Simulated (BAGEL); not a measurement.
# BH (SMILES [BH]): MRCI(4,5)/def2-SV(P) (density fitting with svp-jkfit)

What is the energy change on altering one bond length of BH at MRCI(4,5)/def2-SV(P) (density fitting with svp-jkfit)? 

The results are computed with BAGEL 1.2.2.

8 further runs of the same task are left out: 4 that didn't finish, 4 set aside as unsound or not needed.

### Step 1. Starting point

BH: 2 atoms, total charge 0, spin state singlet. SMILES: `[BH]`. The bond length is the measured one.

Bond lengths: B1–H2 1.232 Å.

### Step 2. The energy at MRCI(4,5)/def2-SV(P) (density fitting with svp-jkfit)

The input, calc.json:

```json
{ "bagel" : [

{
  "title" : "molecule",
  "basis" : "def2-sv_p_.json",
  "df_basis" : "svp-jkfit",
  "angstrom" : "true",
  "finite_nucleus" : "true",
  "geometry" : [
    { "atom" : "B", "xyz" : [    0.000000,    0.000000,    0.000000 ] },
    { "atom" : "H", "xyz" : [    0.000000,    0.000000,    1.232400 ] }
  ]
},
{
  "title" : "hf"
},
{
  "title" : "casscf",
  "nstate" : 1,
  "nact" : 5,
  "nclosed" : 1,
  "maxiter" : 200,
  "fci_algorithm" : "knowles",
  "natocc" : "true",
  "maxiter_micro" : 20
},
{
  "title" : "print",
  "file" : "orbitals.molden",
  "orbitals" : "true"
},
{
  "title" : "smith",
  "method" : "mrci",
  "ncore" : 1
}

]}
```

The basis set def2-SV(P) is read from a file made from the Basis Set Exchange's data (not shown).

Run with:

```bash
BAGEL_NUM_THREADS=1 BAGEL calc.json > calc.out
```

The log of the run:

```text
* using 1 threads per process

  ===============================================================
  ===============================================================

  *** Geometry ***

  { "atom" : "B", "xyz" : [      0.000000,      0.000000,      0.000000 ] },
  { "atom" : "H", "xyz" : [      0.000000,      0.000000,      2.328898 ] },

  Number of auxiliary basis functions:       93

  Since a DF basis is specified, we compute 2- and 3-index integrals:
    o Being stored without compression. Storage requirement is 0.000 GB

  Number of basis functions:       16
  Number of electrons      :        6

    * METHOD: MOLECULE                             0.01

  *** RHF ***

  === Nuclear Repulsion ===
     2.1469377259

      * DIIS with orbital gradients will be used.

  === RHF iteration (def2-sv_p_.json) ===
      0        -25.08416620          0.01198058           0.00
      1        -25.09547536          0.00403087           0.00
      2        -25.09733171          0.00045384           0.00
      3        -25.09736834          0.00009334           0.00
      4        -25.09737014          0.00001020           0.00
      5        -25.09737015          0.00000087           0.00
      6        -25.09737015          0.00000015           0.00
      7        -25.09737015          0.00000001           0.00
      8        -25.09737015          0.00000000           0.00
    * SCF iteration converged.

    * Permanent dipole moment:
           (    0.000000,    -0.000000,    -0.705435) a.u.

    * METHOD: HF                                   0.02

  ---------------------------
      CASSCF calculation
  ---------------------------

    * nstate   :      1
    * nclosed  :      1
    * nact     :      5
    * nvirt    :     10
  === CASSCF iteration (def2-sv_p_.json) ===

    * Using the second-order algorithm

      0  0       -25.11821074     7.16e-03      0.00

      1  0       -25.14363988     3.72e-03      0.00

      2  0       -25.14965586     1.56e-03      0.00

      3  0       -25.15020177     3.95e-04      0.00

      4  0       -25.15023930     1.14e-04      0.00

      5  0       -25.15024125     3.02e-05      0.00

      6  0       -25.15024135     7.57e-06      0.00

      7  0       -25.15024135     1.85e-06      0.00

      8  0       -25.15024136     4.47e-07      0.00

      9  0       -25.15024136     1.07e-07      0.00

     10  0       -25.15024136     2.58e-08      0.00

     11  0       -25.15024136     6.11e-09      0.00

    * Second-order optimization converged. *

     guess   0:   closed 11...                open .....

  === FCI iteration ===

      0  0       -25.09650959     2.12e-02      0.00
      1  0       -25.14661011     6.83e-03      0.00
      2  0       -25.15015386     1.13e-03      0.00
      3  0       -25.15023803     1.90e-04      0.00
      4  0       -25.15024128     3.05e-05      0.00
      5  0       -25.15024135     4.59e-06      0.00
      6  0       -25.15024136     3.79e-07      0.00
      7  0       -25.15024136     3.72e-08      0.00
      8  0       -25.15024136     3.27e-09      0.00
      9  0       -25.15024136     2.64e-10      0.00
     10  0 *     -25.15024136     5.22e-12      0.00

     * ci vector, state   0, <S^2> = 0.0000
       22...     0.9578318728
       2.2..    -0.1907641834
       2..2.    -0.1907641834
       .2..2    -0.0883291321

    * METHOD: CASSCF                               0.03

    * METHOD: PRINT                                0.00

  === SMITH program ===

    * freezing 1 orbital
    * XMS rotation is only appropriate for CASPT2, and will not be used with mrci

    * Approximate memory requirement for SMITH calulation per MPI process:
      o Storage requirement for T-amplitude, lambda, and residual is 0.00 GB
      o Storage requirement for MO integrals is 0.00 GB
    * Calculating and saving rdm4

    * Zeroth order energy : state  0       -1.7892691991

      ---- iteration ----

        0   0   -25.17465712     0.00934367      0.20
        1   0   -25.17559570     0.00159736      0.19
        2   0   -25.17564781     0.00049730      0.20
        3   0   -25.17565166     0.00016253      0.19
        4   0   -25.17565213     0.00004624      0.19
        5   0   -25.17565216     0.00001321      0.19
        6   0   -25.17565217     0.00000384      0.20
        7   0   -25.17565217     0.00000096      0.22

      -------------------

        0   0   -25.17606518     0.00000000      0.00

    * METHOD: SMITH                                1.61

  ===============================================================
```

It took 2 s on 1 thread of Intel Xeon 6975P-C (Granite Rapids), shared host; peak memory 0.15 GiB.

### Step 3. The distorted shape, same level

The input, calc.json:

```json
{ "bagel" : [

{
  "title" : "molecule",
  "basis" : "def2-sv_p_.json",
  "df_basis" : "svp-jkfit",
  "angstrom" : true,
  "finite_nucleus" : true,
  "geometry" : [
    { "atom" : "B", "xyz" : [       0.000000,       0.000000,      -0.123200 ] },
    { "atom" : "H", "xyz" : [       0.000000,       0.000000,       1.232400 ] }
  ]
},

{ "title" : "hf", "charge" : 0 },

{
  "title" : "casscf",
  "nstate" : 1,
  "nact" : 5,
  "nclosed" : 1,
  "charge" : 0,
  "maxiter" : 200,
  "fci_algorithm" : "knowles",
  "natocc" : true,
  "maxiter_micro" : 20
},

{ "title" : "print", "file" : "orbitals.molden", "orbitals" : true },

{ "title" : "smith", "method" : "mrci", "ncore" : 1 }

]}
```

The basis set def2-SV(P) is read from a file made from the Basis Set Exchange's data (not shown).

Run with:

```bash
BAGEL_NUM_THREADS=1 BAGEL calc.json > calc.out
```

The log of the run:

```text
* using 1 threads per process

  ===============================================================
  ===============================================================

  *** Geometry ***

  { "atom" : "B", "xyz" : [      0.000000,      0.000000,     -0.232814 ] },
  { "atom" : "H", "xyz" : [      0.000000,      0.000000,      2.328898 ] },

  Number of auxiliary basis functions:       93

  Since a DF basis is specified, we compute 2- and 3-index integrals:
    o Being stored without compression. Storage requirement is 0.000 GB

  Number of basis functions:       16
  Number of electrons      :        6

    * METHOD: MOLECULE                             0.01

  *** RHF ***

  === Nuclear Repulsion ===
     1.9518191600

      * DIIS with orbital gradients will be used.

  === RHF iteration (def2-sv_p_.json) ===
      0        -25.07820323          0.01156206           0.00
      1        -25.09019786          0.00412315           0.00
      2        -25.09222244          0.00050976           0.00
      3        -25.09226839          0.00011855           0.00
      4        -25.09227118          0.00001030           0.00
      5        -25.09227120          0.00000126           0.00
      6        -25.09227120          0.00000019           0.00
      7        -25.09227120          0.00000003           0.00
      8        -25.09227120          0.00000000           0.00
    * SCF iteration converged.

    * Permanent dipole moment:
           (   -0.000000,    -0.000000,    -0.555758) a.u.

    * METHOD: HF                                   0.02

  ---------------------------
      CASSCF calculation
  ---------------------------

    * nstate   :      1
    * nclosed  :      1
    * nact     :      5
    * nvirt    :     10
  === CASSCF iteration (def2-sv_p_.json) ===

    * Using the second-order algorithm

      0  0       -25.11569446     7.58e-03      0.00

      1  0       -25.14582347     3.94e-03      0.00

      2  0       -25.14823777     8.74e-04      0.00

      3  0       -25.14835625     2.49e-04      0.00

      4  0       -25.14836400     6.75e-05      0.00

      5  0       -25.14836445     1.75e-05      0.00

      6  0       -25.14836448     4.44e-06      0.00

      7  0       -25.14836448     1.11e-06      0.00

      8  0       -25.14836448     2.77e-07      0.00

      9  0       -25.14836448     6.88e-08      0.00

     10  0       -25.14836448     1.72e-08      0.00

     11  0       -25.14836448     4.23e-09      0.00

    * Second-order optimization converged. *

     guess   0:   closed 11...                open .....

  === FCI iteration ===

      0  0       -25.09138576     2.13e-02      0.00
      1  0       -25.14438068     6.95e-03      0.00
      2  0       -25.14827179     1.14e-03      0.00
      3  0       -25.14836110     1.79e-04      0.00
      4  0       -25.14836438     3.08e-05      0.00
      5  0       -25.14836448     5.42e-06      0.00
      6  0       -25.14836448     6.30e-07      0.00
      7  0       -25.14836448     7.22e-08      0.00
      8  0       -25.14836448     3.75e-09      0.00
      9  0       -25.14836448     4.67e-10      0.00
     10  0 *     -25.14836448     2.39e-11      0.00

     * ci vector, state   0, <S^2> = 0.0000
       22...     0.9564103311
       2.2..    -0.1887158304
       2..2.    -0.1887158304
       .2..2    -0.1044230849

    * METHOD: CASSCF                               0.03

    * METHOD: PRINT                                0.00

  === SMITH program ===

    * freezing 1 orbital
    * XMS rotation is only appropriate for CASPT2, and will not be used with mrci

    * Approximate memory requirement for SMITH calulation per MPI process:
      o Storage requirement for T-amplitude, lambda, and residual is 0.00 GB
      o Storage requirement for MO integrals is 0.00 GB
    * Calculating and saving rdm4

    * Zeroth order energy : state  0       -1.7292038579

      ---- iteration ----

        0   0   -25.17213061     0.00905014      0.20
        1   0   -25.17305940     0.00161314      0.22
        2   0   -25.17311123     0.00053332      0.21
        3   0   -25.17311550     0.00016269      0.20
        4   0   -25.17311601     0.00004663      0.20
        5   0   -25.17311605     0.00001328      0.20
        6   0   -25.17311605     0.00000393      0.20
        7   0   -25.17311605     0.00000096      0.20

      -------------------

        0   0   -25.17351830     0.00000000      0.00

    * METHOD: SMITH                                1.65

  ===============================================================
```

Wall time 2 s (1 thread of Intel Xeon 6975P-C (Granite Rapids), shared host); peak memory 0.15 GiB.

### Step 4. Outcome

Level: MRCI(4,5)/def2-SV(P) (density fitting with svp-jkfit), 1 core orbital frozen.

| quantity | value |
| --- | --- |
| first shape: total energy | -25.17565 Eh |
| distorted shape: total energy | -25.17312 Eh |
| energy change with the B1–H2 bond stretched from 1.232 to 1.356 Å | 0.069 eV |

With the B1–H2 bond stretched from 1.232 to 1.356 Å the energy rises by 0.07 eV (6.7 kJ/mol). The first shape isn't relaxed at this level, so the change isn't measured from a minimum. With the Davidson correction the energy (first shape) is -25.17607 Eh. With the Davidson correction the energy (distorted shape) is -25.17352 Eh.
